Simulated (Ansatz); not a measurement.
Gas-phase reaction in SMILES: C([C-]=C)#N -> [CH-]=CC#N

Quantity: isomerisation energy (electronic), in kcal/mol. Set-up: 6-311+G** with 5d; six Cartesian d functions in 6-31G* and its kin unless marked 5d; spin-orbit terms left out; valence correlation only; non-relativistic; LANL2DZ all-electron up to Ne. Ab initio and DFT rows: single points at B3LYP-D3(BJ) geometries (Ansatz, a program for electronic structure). Sets without +, aug- or the D of def2-TZVPD hold no diffuse functions, which anions need. The Hartree-Fock reference of C=[C-]C#N is unstable towards a lower, spin-broken solution.

```csv
level,program,isomerisation energy (electronic) (kcal/mol)
MP2/STO-3G,Ansatz,14.9
MP2/3-21G,Ansatz,12.9
MP2/LANL2DZ,Ansatz,12.1
MP2/6-31G*,Ansatz,13.4
MP2/6-311+G**,Ansatz,11.3
```

No value to compare with is used here. The 5 habitual levels span 11.3 (MP2/6-311+G**) to 14.9 kcal/mol (MP2/STO-3G).

The sets are all those run for this method; runs whose electronic state is in doubt are left out.
